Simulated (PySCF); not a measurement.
**LiC⁺: frontier orbitals**

PBE at R = 2.308 Å; Li def2-SVPD, C def2-SVPD; no relativity (PySCF 2.14). State: ³Π (triplet), unpaired electrons σ ↑, π ↑. Only the outer orbitals are listed, counted within each symmetry.

| spin | orbital | occ. | ε (eV) | on Li (%) | main shells (%) |
| --- | --- | --- | --- | --- | --- |
| α | 2σ | 1 | -59.16 | 100 | 100 Li s |
| α | 3σ | 1 | -20.54 | 1 | 99 C s |
| α | 4σ | 1 | -12.82 | 5 | 94 C p |
| α | 1π | 1 | -12.25 | 1 | 99 C p |
| α | 1π | 0 | -11.73 | 2 | 98 C p |
| α | 5σ | 0 | -6.42 | 99 | 95 Li s |
| α | 2π | 0 | -5.10 | 94 | 94 Li p |
| β | 2σ | 1 | -59.11 | 100 | 100 Li s |
| β | 3σ | 1 | -18.06 | 1 | 97 C s |
| β | 1π | 0 | -10.71 | 2 | 98 C p |
| β | 4σ | 0 | -9.80 | 12 | 85 C p |
| β | 1π | 0 | -9.10 | 4 | 95 C p |

Which are the highest filled and the lowest empty level, where do they sit, and how wide is the gap?

Highest filled α 1π at -12.25 eV (in %: 99 C p); lowest empty α 1π at -11.73 eV (in %: 98 C p); the gap at PBE is 0.52 eV. Both belong to one degenerate shell, split only by its one-sided filling, so this is no excitation gap.

The bond order (Mayer) is 0.16 and the ⟨S²⟩ is 2.002. The charge on Li (Mulliken, basis-dependent) is 0.93, the charge on Li (Löwdin, basis-dependent) is 0.79 and the dipole moment (positive dipole points towards C; it is taken about the centre of mass and depends on that origin) is -5.45 D. The polarisability along the bond is 14.4 bohr³ and the polarisability across the bond is 11.2 bohr³.

The state was picked by a PBE0 search and need not be the measured ground state.
